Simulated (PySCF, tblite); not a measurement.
**C₅H₁₁P: geometry, infrared bands and NMR shifts**

What infrared bands and NMR shifts should C₅H₁₁P (`CC(C)[C@@H]1CP1`) show?

The runs use tblite 0.8.0 and PySCF 2.14.0, with density-fitted response routines of our own; the level of theory stands in each step. All values are computed, except where a source is named. Atoms are numbered from 0 throughout.

### Step 1. Starting geometry

17 atoms, charge 0, multiplicity 1; geometry from: force field or distance geometry start.

Bonds of the start (Å): C0–C1 1.53, C1–C2 1.52, C1–C3 1.51, C3–C4 1.49, C4–P5 1.83, P5–C3 1.84, C0–H6 1.09, C0–H7 1.10, C0–H8 1.10, C1–H9 1.09, C2–H10 1.09, C2–H11 1.11, C2–H12 1.11, C3–H13 1.09, C4–H14 1.09, C4–H15 1.09, P5–H16 1.41.

### Step 2. Geometry optimisation with GFN2-xTB

The job: settings as JSON, then the geometry in Å.

```
{"job": {"kind": "relax", "xc": "GFN2-xTB", "basis": "xTB"}, "charge": 0, "multiplicity": 1}
C     -1.537400    -0.886900     0.739600
C     -0.488100    -0.051200     0.004900
C     -0.943300     1.392700    -0.105100
C      0.835000    -0.104500     0.734300
C      2.107800     0.222100     0.034400
P      1.954800    -1.544200     0.485700
H     -1.249600    -1.933400     0.799200
H     -1.695700    -0.518600     1.767500
H     -2.499500    -0.840000     0.214100
H     -0.379100    -0.457000    -0.997600
H     -0.221800     1.996400    -0.657000
H     -1.908100     1.452200    -0.644800
H     -1.093000     1.857200     0.887100
H      0.755200     0.218200     1.770500
H      2.081400     0.438300    -1.034100
H      2.855700     0.789500     0.581900
H      1.418700    -2.018900    -0.725900
```

Run with:

```bash
OMP_NUM_THREADS=1 python probes_run.py task.json out
```

This one command runs all jobs of the session in turn.

Output:

```text
step      E/eV     max force
  0    -511.72467    0.953
  1    -511.76036    0.339
  2    -511.76807    0.230
  3    -511.77275    0.193
  4    -511.77659    0.164
  5    -511.77860    0.116
  6    -511.77936    0.061
  7    -511.77970    0.052
  8    -511.78000    0.050
  9    -511.78027    0.043
 10    -511.78047    0.037
 11    -511.78061    0.031
 12    -511.78076    0.031
 13    -511.78092    0.037
 14    -511.78104    0.033
 15    -511.78114    0.022
 16    -511.78123    0.023
 17    -511.78134    0.032
 18    -511.78144    0.029
 19    -511.78150    0.018
 20    -511.78156    0.020
 21    -511.78164    0.026
 22    -511.78175    0.031
 23    -511.78189    0.029
 24    -511.78202    0.026
 25    -511.78214    0.033
 26    -511.78224    0.030
 27    -511.78233    0.023
 28    -511.78239    0.019
 29    -511.78244    0.018
 30    -511.78248    0.016
 31    -511.78252    0.020
 32    -511.78258    0.026
 33    -511.78265    0.032
 34    -511.78274    0.027
 35    -511.78282    0.022
 36    -511.78288    0.021
 37    -511.78294    0.019
 38    -511.78300    0.022
 39    -511.78306    0.020
 40    -511.78311    0.017
 41    -511.78313    0.014
 42    -511.78316    0.014
 43    -511.78318    0.017
 44    -511.78322    0.015
 45    -511.78325    0.015
 46    -511.78328    0.011
 47    -511.78331    0.012
 48    -511.78333    0.012
 49    -511.78336    0.014
 50    -511.78338    0.011
 51    -511.78340    0.013
 52    -511.78343    0.015
 53    -511.78345    0.011
 54    -511.78347    0.009
```

It took 0.28 s on 1 thread of Arm Neoverse V1, shared host.

Relaxation path: (not every step is listed)

```tsv
step	energy from step 0 (eV)	largest force (eV/Å)
0	0.0000	0.9530
1	-0.0357	0.3388
2	-0.0434	0.2297
3	-0.0481	0.1934
4	-0.0519	0.1644
5	-0.0539	0.1163
6	-0.0547	0.0614
7	-0.0550	0.0521
8	-0.0553	0.0503
12	-0.0561	0.0305
16	-0.0566	0.0234
20	-0.0569	0.0201
24	-0.0573	0.0264
28	-0.0577	0.0194
32	-0.0579	0.0258
36	-0.0582	0.0212
40	-0.0584	0.0170
44	-0.0585	0.0154
48	-0.0587	0.0124
49	-0.0587	0.0139
50	-0.0587	0.0111
51	-0.0587	0.0131
52	-0.0588	0.0154
53	-0.0588	0.0107
54	-0.0588	0.0094
```

Close pairs (by a distance rule), those that changed most:

```tsv
bond	before (Å)	after (Å)	change (Å)
C4–P5	1.829	1.849	+0.020
C2–H11	1.107	1.088	-0.020
C2–H12	1.106	1.088	-0.018
C0–H7	1.103	1.088	-0.015
C3–P5	1.841	1.852	+0.011
C3–C4	1.489	1.500	+0.011
C1–C2	1.518	1.529	+0.011
C1–H9	1.087	1.097	+0.010
```

The next job starts from the end point, and lists it.

### Step 3. Vibrational analysis with GFN2-xTB

The job: settings as JSON, then the geometry in Å.

```
{"job": {"kind": "ir", "xc": "GFN2-xTB", "basis": "xTB"}, "charge": 0, "multiplicity": 1}
C     -1.537550    -0.897844     0.715531
C     -0.493823    -0.038676     0.007050
C     -0.958879     1.414811    -0.080125
C      0.831896    -0.104345     0.733149
C      2.107644     0.191627     0.001227
P      1.952976    -1.567454     0.550494
H     -1.188490    -1.925614     0.796273
H     -1.720773    -0.518545     1.718537
H     -2.476882    -0.890559     0.167697
H     -0.352698    -0.422894    -1.010886
H     -0.211835     2.027883    -0.578997
H     -1.891395     1.481252    -0.635746
H     -1.123014     1.817586     0.916993
H      0.782089     0.277934     1.749940
H      2.048934     0.388143    -1.060627
H      2.854137     0.788157     0.509711
H      1.370663    -2.009430    -0.645533
```

Output:

```text
mode    cm-1     km/mol
  1      74.7      0.32
  2     163.8      0.75
  3     201.3      0.01
  4     218.3      0.12
  5     275.7      0.24
  6     319.3      0.09
  7     404.6      1.03
  8     465.3      1.03
  9     630.6      0.60
 10     695.9      0.85
 11     747.8      3.36
 12     834.4      1.70
 13     839.8      2.40
 14     922.7      9.60
 15     947.4      2.47
 16     955.9      5.55
 17     976.7      2.23
 18     987.4      3.56
 19    1007.6      3.73
 20    1046.9      6.71
 21    1140.7      3.06
 22    1152.5      1.40
 23    1168.6      4.51
 24    1200.6     15.81
 25    1261.4      3.46
 26    1310.1      2.99
 27    1360.8      6.95
 28    1405.1      5.46
 29    1417.2      0.91
 30    1419.8      2.28
 31    1491.8      0.49
 32    1495.8      1.45
 33    1501.8      4.60
 34    1506.1      2.18
 35    2233.3    196.39
 36    2909.4     39.13
 37    2995.1     14.18
 38    3024.2     26.44
 39    3030.2      2.02
 40    3032.7     17.02
 41    3034.1     77.61
 42    3038.6     43.71
 43    3039.8     37.86
 44    3046.9     11.85
 45    3062.1     19.70
```

Run time: 0.47 s. Hardware: 1 thread of Arm Neoverse V1, shared host.

The strongest bands and the atoms that carry them (share of the mass-weighted mode):

```tsv
cm⁻¹	km/mol	atoms
2233	196.4	H16 97 %
2909	39.1	H9 93 %
3024	26.4	H6 78 %
3033	17.0	H11 31 %, H10 30 %, H8 12 %
3034	77.6	H7 37 %, H12 21 %, H8 18 %, H11 14 %
3039	43.7	H10 41 %, H8 34 %, H7 17 %
3040	37.9	H11 28 %, H12 24 %, H10 20 %, H8 17 %
3062	19.7	H14 65 %, H15 24 %
```

### Step 4. Nuclear shieldings: PBE0/pcSseg-1

Same as in step 3 but for these lines:

```diff
@@ -1,2 +1,2 @@
-{"job": {"kind": "ir", "xc": "GFN2-xTB", "basis": "xTB"}, "charge": 0, "multiplicity": 1}
+{"job": {"kind": "nmr", "xc": "PBE0", "basis": "pcSseg-1"}, "charge": 0, "multiplicity": 1}
 C     -1.537550    -0.897844     0.715531
```

With the program's defaults for keys left out, this is: GIAO PBE0/pcSseg-1 NMR shielding, non-relativistic, gas phase.

Output:

```text
coarse grid: 13880 points
cycle   1  E = -537.9900757924  dE =  5.578e-01  |g| = 3.947e-01  |ddm| = 3.563e+00
cycle   2  E = -537.9709097291  dE =  1.917e-02  |g| = 4.780e-01  |ddm| = 8.000e-01
cycle   3  E = -538.0317799212  dE = -6.087e-02  |g| = 6.978e-02  |ddm| = 5.279e-01
cycle   4  E = -538.0330465598  dE = -1.267e-03  |g| = 2.626e-02  |ddm| = 1.214e-01
cycle   5  E = -538.0332123847  dE = -1.658e-04  |g| = 4.347e-03  |ddm| = 2.421e-02
cycle   6  E = -538.0332171218  dE = -4.737e-06  |g| = 1.662e-03  |ddm| = 7.801e-03
final grid: 127064 points
cycle   7  E = -538.0712253357  dE = -4.152e-05  |g| = 9.707e-03  |ddm| = 3.284e-02
cycle   8  E = -538.0712034464  dE =  2.189e-05  |g| = 1.313e-02  |ddm| = 2.226e-02
cycle   9  E = -538.0712497504  dE = -4.630e-05  |g| = 1.366e-03  |ddm| = 1.488e-02
cycle  10  E = -538.0712502546  dE = -5.042e-07  |g| = 2.712e-04  |ddm| = 1.803e-03
cycle  11  E = -538.0712502715  dE = -1.689e-08  |g| = 5.248e-05  |ddm| = 2.560e-04
cycle  12  E = -538.0712502721  dE = -6.282e-10  |g| = 2.231e-05  |ddm| = 7.968e-05
converged SCF energy = -538.0712502721

GIAO shielding tensors (ppm)
atom      isotropic    diamagn.    paramagn.     s11        s22        s33       span
  0 C      160.454     247.398     -86.944    142.036    152.446    186.879     44.843
  1 C      142.783     243.727    -100.944    118.795    146.190    163.365     44.570
  2 C      160.715     247.912     -87.198    145.242    149.933    186.969     41.727
  3 C      157.199     253.990     -96.791    120.874    150.234    200.488     79.613
  4 C      176.564     253.923     -77.359    150.413    176.998    202.281     51.868
  5 P      606.776     965.891    -359.115    389.046    499.849    931.433    542.387
  6 H       30.275      30.531      -0.256     24.836     30.188     35.802     10.966
  7 H       30.680      30.672       0.008     27.714     28.339     35.987      8.273
  8 H       30.548      30.194       0.354     25.999     27.736     37.910     11.911
  9 H       31.198      33.428      -2.230     27.701     30.532     35.362      7.661
 10 H       30.203      31.264      -1.061     25.023     29.569     36.019     10.997
 11 H       30.506      30.503       0.004     25.875     27.747     37.896     12.021
 12 H       30.761      31.171      -0.410     27.713     28.435     36.134      8.421
 13 H       30.836      32.916      -2.080     25.273     28.730     38.504     13.230
 14 H       30.673      31.905      -1.232     25.997     26.828     39.195     13.198
 15 H       30.777      29.989       0.788     25.014     25.466     41.851     16.837
 16 H       32.224      31.334       0.890     24.878     28.592     43.201     18.323
```

It took 25 s on 1 thread of Arm Neoverse V1, shared host; peak memory 0.79 GiB.

The references, computed at this level on geometries of the same kind, shield at (ppm): ¹H TMS 31.72, ¹³C TMS 186.9, ³¹P H3PO4 318.4. Their shielding less the atom's gives the shift. The references are single molecules in the gas phase, so shifts against H2O, NH3, PH3, H3PO4 or CFCl3 are not on the usual liquid scales and can be off by tens of ppm. Atoms listed in one row are averaged.

```tsv
atoms	environment	σ (ppm)	δ (ppm)	δ scaled to CDCl3
C1	sp3 CH	142.8	44.1	41.2
C3	three-membered-ring carbon	157.2	29.7	27.1
C0	methyl carbon	160.5	26.5	23.9
C2	methyl carbon	160.7	26.2	23.7
C4	three-membered-ring carbon	176.6	10.4	8.2
H10, H11, H12	hydrogen on a methyl carbon	30.49	1.23	1.26
H6, H7, H8	hydrogen on a methyl carbon	30.50	1.22	1.25
H14	hydrogen on a three-membered-ring carbon	30.67	1.04	1.09
H15	hydrogen on a three-membered-ring carbon	30.78	0.94	0.99
H13	hydrogen on a three-membered-ring carbon	30.84	0.88	0.94
H9	hydrogen on an sp3 CH	31.20	0.52	0.59
H16	hydrogen on a phosphorus bonded to 2 C, in a 3-membered ring	32.22	-0.51	–
P5	phosphorus bonded to 2 C, H, in a 3-membered ring	606.8	-288.4	–
```

The scaled column applies a straight-line fit of computed shieldings to shifts measured in CDCl3 (root-mean-square error 0.16 ppm for H, 1.9 ppm for C).

The run also stored atomic charges by several schemes (e):

```tsv
atoms	Mulliken	IAO	Hirshfeld	ESP fit
C0	-0.19	-0.42	-0.12	-0.76
C1	-0.33	-0.08	-0.02	0.42
C2	-0.19	-0.42	-0.12	-0.48
C3	-0.38	-0.26	-0.06	-0.19
C4	-0.32	-0.43	-0.12	-0.24
P5	0.17	0.22	0.06	-0.22
```

Mayer bond orders: C0–C1 1.03, C1–C2 1.02, C1–C3 0.98, C3–C4 0.95, C4–P5 0.95, P5–C3 0.94.

Ring of atoms C3, C4, P5: NICS(0) -40.0, NICS(1) -10.0, NICS(1)zz -22.6 ppm (means of both faces).

The two faces differ (NICS(1)zz -19.5 and -25.6 ppm).

In rings of three or four atoms NICS is ruled by the nearby σ bonds, so it says little on aromaticity.

Orbitals, density, ELF and potential are computed afterwards from the orbital file.

Frontier orbitals at PBE0/pcSseg-1, with the share of their density that lies nearest to each atom:

```tsv
orbital	energy (eV)	lies on
HOMO	-7.24	P5 54 %; C3 17 %; H16 8 %
LUMO	0.56	P5 40 %; C3, C4 about 13 % each; H16 9 %
```

ELF in a plane through or near 6 of the atoms.

Ten even steps from ' ' (0.00) to '@' (1.00):
```
                                                        
                                                        
                                                        
          ::----::::..        ==**++..                  
        --**####**++--..    ==@@@@@@**..                
      ..++##%%##****++--..  ++@@@@@@##::..              
      ::++####::--::==++::  ::%%@@%%****%%%%++          
      ..==####::::..--++--  ..++**::==@@@@@@%%..        
        --**####==--==++======%%%%--**@@@@@@%%..        
        ..--**%%##**++==**%%....****--==**==::          
          --++==--::##++**##::::**==                    
          --++**==++**--::::**@@%%++====..              
          ::--++++++==..  ..++--++::####**::            
          ......::::..    ##@@**----%%%%##--            
                        ==@@@@@@##----==--              
                        ==@@@@@@**..                    
                          ==**==..                      
                                                        
                                                        
                                                        
```
The map spans 10.7 Å across and 9.5 Å up, centred on the molecule. Atoms in the plane (x, y in Å): C0 (1.5, 1.1), C1 (0.5, 0.0), C2 (1.0, -1.4), C4 (-2.1, -0.4), H6 (1.1, 2.1), H10 (0.3, -2.1).

On the surface of density 0.002 e/bohr³ the electrostatic potential runs, from the 1st to the 99th percentile, from -0.93 V near P5 to 0.76 V near H14.

### Step 5. Results

| quantity | value |
| --- | --- |
| strongest single infrared mode (GFN2-xTB) | 2233 cm⁻¹, 196 km/mol |
| zero-point energy (GFN2-xTB) | 91.5 kcal/mol |
| ¹³C shifts against TMS (PBE0/pcSseg-1) | 44.1, 29.7, 26.5, 26.2, 10.4 ppm |
| ¹H shifts against TMS (PBE0/pcSseg-1, means over atoms taken as alike) | 1.23, 1.22, 1.04, 0.94, 0.88, 0.52, -0.51 ppm |
| ³¹P shifts against H3PO4 (PBE0/pcSseg-1) | -288.4 ppm |
| surface potential, 1st and 99th percentile | -0.93 V and 0.76 V |

Over 54 steps the energy fell by 0.059 eV; of the close pairs, C4–P5 changed most, 1.829 to 1.849 Å. No mode is imaginary among the 45: a minimum at this level. The strongest single mode, at 2233 cm⁻¹, moves mainly H16. GFN2-xTB is a fitted tight-binding method: band positions and strengths are rough. Its intensities can rank the bands wrongly. At PBE0/pcSseg-1: The largest span, 542 ppm, is at P5, where the paramagnetic term is -359 ppm.
